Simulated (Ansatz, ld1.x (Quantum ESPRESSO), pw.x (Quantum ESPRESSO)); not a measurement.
# From atom to crystal: TM potential for Sc

ld1.x (Quantum ESPRESSO) 7.5 input, shortened:

```
&input
   title='Sc', zed=21., rel=1, dft='PW', iswitch=3,
   config='[Ar] 3d0 4s0 4p0'
 /
 &inputp
   pseudotype=2, tm=.true., lloc=-2, rcloc=1.15,
   nlcc=.false.
 /
3
3S  1  0   2.00   0.00  1.65  1.65  0.0
3P  2  1   6.00   0.00  1.40  1.40  0.0
3D  3  2   0.00   0.00  2.70  2.70  0.0
 &test
   configts(1)='3s2 3p6 3d0 4s0 4p0'
 /
```

Crystal test: fcc Sc in pw.x 7.5, no spin, 13³ k-points, Fermi–Dirac smearing 0.01 Ry, cutoffs 85/340 Ry. The reference is all-electron LAPW (Ansatz 0.2.0) with the same functional, mesh and smearing; V0 and B0 come from Birch–Murnaghan fits to the pressures at five volumes. Errors are pseudo minus all-electron; Δ is the rms difference of the E(V) curves that follow from these fits, minima aligned, over ±6 % about the mean V0. Mesh and smearing are coarse, so the numbers serve the comparison and aren't converged zero-temperature values; the lattice is a test structure that the element need not adopt.

All-electron: a0 = 4.485 Å (V0 = 22.56 Å³/atom), B0 = 56.8 GPa.

How far does the potential miss the all-electron equation of state?

mean pressure error (GPa): -1.40; a0 (Å): 4.447; a0 error (%): -0.85; B0 error (%): -1.1; Δ (meV/atom): 7.1. This is a poor potential for the solid.

```tsv
V (Å³/atom)	P all-electron (GPa)	P pseudo (GPa)
21.427	3.16	1.49
21.991	1.50	-0.02
22.555	0.00	-1.39
23.119	-1.35	-2.62
23.683	-2.57	-3.73
```

At the middle volume, how do free energy and pressure move when the wave cutoff is lowered (ecutrho kept at four times it)?

```json
{"cutoff (Ry)": "38", "shift of F (meV/atom)": "+119.8", "shift of P (GPa)": "-1.00"}
{"cutoff (Ry)": "51", "shift of F (meV/atom)": "+86.8", "shift of P (GPa)": "-1.25"}
{"cutoff (Ry)": "68", "shift of F (meV/atom)": "+11.9", "shift of P (GPa)": "-0.64"}
```

The 8 pw.x runs together took about 3 min on one core of a shared server CPU.
